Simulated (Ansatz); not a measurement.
Results of PBE0 (Ansatz, a quantum-chemistry and plane-wave program, PAW) for Cs2AgSbCl6 (Fm-3m, No. 225).

Settings: plane-wave cutoff 460 eV, 4×4×4 k mesh, Fermi–Dirac smearing 0.01 eV, no spin polarisation, scalar-relativistic PAW data made under PBE.

Cell (measured lattice):

```
CELL_PARAMETERS angstrom
      0.00000     5.33200     5.33200
      5.33200     0.00000     5.33200
      5.33200     5.33200     0.00000
ATOMIC_POSITIONS crystal
  Cs 0.25000 0.25000 0.25000
  Cs 0.75000 0.75000 0.75000
  Sb 0.00000 0.00000 0.00000
  Ag 0.50000 0.50000 0.50000
  Cl 0.75373 0.24627 0.24627
  Cl 0.24627 0.75373 0.24627
  Cl 0.24627 0.75373 0.75373
  Cl 0.75373 0.24627 0.75373
  Cl 0.24627 0.24627 0.75373
  Cl 0.75373 0.75373 0.24627
```

### Question
Predict the band gap, smallest direct gap on the k points sampled and direct gap at Γ.

### Answer

* **band gap**: 2.87 eV (on the SCF k mesh)
* **smallest direct gap on the k points sampled**: 4.05 eV
* **direct gap at Γ**: 5.47 eV

Note: cell and atoms aren't relaxed at this level (largest force component 0.05 eV/Å, pressure 1.0 GPa).

Spin–orbit coupling is not included.

Computed values are for the static lattice.
